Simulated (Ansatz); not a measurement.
Basis-set extrapolation for `CC/C=C/CC` (PBE0-D4/def2-TZVP geometry, frozen core, the Gaussian-basis code of Ansatz). Multiplicity 1, RHF reference.

|  | def2-TZVPP | def2-QZVPP |
| --- | --- | --- |
| HF | -234.269077 | -234.280074 |
| MP2 correlation | -1.030219 | -1.094224 |
| CCSD(T) correlation | -1.138952 | not run |

Energies in hartree. Use E(X) = E(∞) + A·exp(−7.88·√X) for Hartree–Fock and E(X) = E(∞) + B·X^(−2.97) for correlation, with X = 3 and 4, and add CCSD(T) minus MP2 of the smaller set to the MP2 limit.

Question: What is the CCSD(T) energy at the basis-set limit?

Answer: HF limit: -234.280074 + (-0.010997) × 0.13774 = -234.28159. MP2 limit: -1.094224 + (-0.064005) × 0.74074 = -1.14164. Higher-order term: -1.138952 − (-1.030219) = -0.10873. Total: -235.53196 hartree, 325.4 kJ/mol below CCSD(T)/def2-TZVPP.
